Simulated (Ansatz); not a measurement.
Relaxation of CH$_{7}$Si$_{2}$ (10 atoms, charge -1, multiplicity 1), to a largest force component of 0.015 eV/Å in at most 40 steps.

Level of theory: Ansatz 0.2.0, RKS B3LYP-D4/cc-pVDZ.

```xyz
10
Properties=species:S:1:pos:R:3
Si -1.109 0.881 -0.741
C -0.342 -0.686 -0.208
Si 1.139 -0.722 0.856
H -2.339 0.638 -1.561
H -0.430 1.938 -1.591
H -1.572 1.713 0.407
H -0.295 -1.427 -1.018
H 2.311 -0.071 0.187
H 1.593 -2.108 1.164
H 1.242 -0.089 2.231
```

Question: Where does it end, and by what steps?

Answer: It converged. The force dipped under the threshold on the way, but the program's further checks kept it going. Limits of this set-up: an anion without diffuse functions, the dipole of an ion depends on the origin. After 10 steps the energy has fallen by 0.239 eV; H8 moved furthest, 0.58 Å.

```json
{"step": "0", "energy less start (eV)": "0.0000", "largest force component (eV/Å)": "0.829", "accepted": "yes"}
{"step": "1", "energy less start (eV)": "-0.1807", "largest force component (eV/Å)": "0.420", "accepted": "yes"}
{"step": "2", "energy less start (eV)": "-0.1940", "largest force component (eV/Å)": "0.202", "accepted": "yes"}
{"step": "3", "energy less start (eV)": "-0.2143", "largest force component (eV/Å)": "0.057", "accepted": "yes"}
{"step": "4", "energy less start (eV)": "-0.2280", "largest force component (eV/Å)": "0.156", "accepted": "yes"}
{"step": "5", "energy less start (eV)": "-0.2336", "largest force component (eV/Å)": "0.154", "accepted": "yes"}
{"step": "6", "energy less start (eV)": "-0.2375", "largest force component (eV/Å)": "0.011", "accepted": "yes"}
{"step": "7", "energy less start (eV)": "-0.2384", "largest force component (eV/Å)": "0.029", "accepted": "yes"}
{"step": "8", "energy less start (eV)": "-0.2386", "largest force component (eV/Å)": "0.029", "accepted": "yes"}
{"step": "9", "energy less start (eV)": "-0.2388", "largest force component (eV/Å)": "0.017", "accepted": "yes"}
{"step": "10", "energy less start (eV)": "-0.2388", "largest force component (eV/Å)": "0.012", "accepted": "yes"}
```

```xyz
10
Properties=species:S:1:pos:R:3
Si -1.134 0.861 -0.721
C -0.080 -0.579 -0.492
Si 1.177 -0.727 0.787
H -2.570 0.552 -1.156
H -0.789 1.948 -1.760
H -1.281 1.671 0.552
H -0.012 -1.283 -1.336
H 2.660 -0.420 0.491
H 1.331 -2.129 1.386
H 0.896 0.173 1.974
```

Whether the end is a true minimum wasn't checked by a vibrational analysis.

The run took 41 s on 1 thread of Arm Neoverse V1 (shared host), peak memory 0.17 GiB.
